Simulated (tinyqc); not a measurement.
Hueckel theory of the pi electrons with the omega technique, for the molecule [CH2]C([CH2])=CN=O (SMILES; centres numbered as the heavy atoms are written), step by step. One step of it, computed by the program tinyqc.

Problem. Energy, charges, bond orders. E = sum n x; q_r = z_r - P_rr; bond order p = P_rs; free valence = sqrt(3) - sum of p over the bonds of the atom.

final x values: 2.093167  1.597963  0.286938  0.241979  -0.849134  -1.810913

occupations: 2.000000  2.000000  2.000000  0.000000  0.000000  0.000000

final P, lower triangle:
```
           1C         2C         3C         4C        5N        6O
1C   0.596701
2C   0.622209   0.947136
3C   0.596701   0.622209   0.596701
4C  -0.115439   0.450706  -0.115439   1.167201
5N  -0.211018   0.048696  -0.211018   0.751842  1.064664
6O   0.190523  -0.131949   0.190523  -0.420701  0.582344  1.627597
```

Centres:

| centre | z_r, pi electrons of the neutral centre | h |
|---|---|---|
| 1C | 1 | 0.000000 |
| 2C | 1 | 0.000000 |
| 3C | 1 | 0.000000 |
| 4C | 1 | 0.000000 |
| 5N | 1 | 0.460000 |
| 6O | 1 | 1.100000 |

Bonds:

| i | j | k |
|---|---|---|
| 1 | 2 | 1 |
| 2 | 3 | 1 |
| 2 | 4 | 1 |
| 4 | 5 | 1 |
| 5 | 6 | 1.060000 |

Give: pi energy = 6 alpha + this times beta; pi charges; Bond orders and lengths from R = 1.517 - 0.180 p; free valence of the carbons; gap between the highest filled and the next level.

Solution.

pi energy = 6 alpha + this times beta = 7.9561

pi charges: 1C 0.4033, 2C 0.0529, 3C 0.4033, 4C -0.1672, 5N -0.0647, 6O -0.6276

Bond orders and lengths from R = 1.517 - 0.180 p (angstrom, C-C alone):

| bond | p | R |
|---|---|---|
| 1-2 | 0.6222 | 1.4050 |
| 2-3 | 0.6222 | 1.4050 |
| 2-4 | 0.4507 | 1.4359 |
| 4-5 | 0.7518 | - |
| 5-6 | 0.5823 | - |

free valence of the carbons: 1C 1.1098, 2C 0.0369, 3C 1.1098, 4C 0.5295

gap between the highest filled and the next level = 0.0450 |beta|
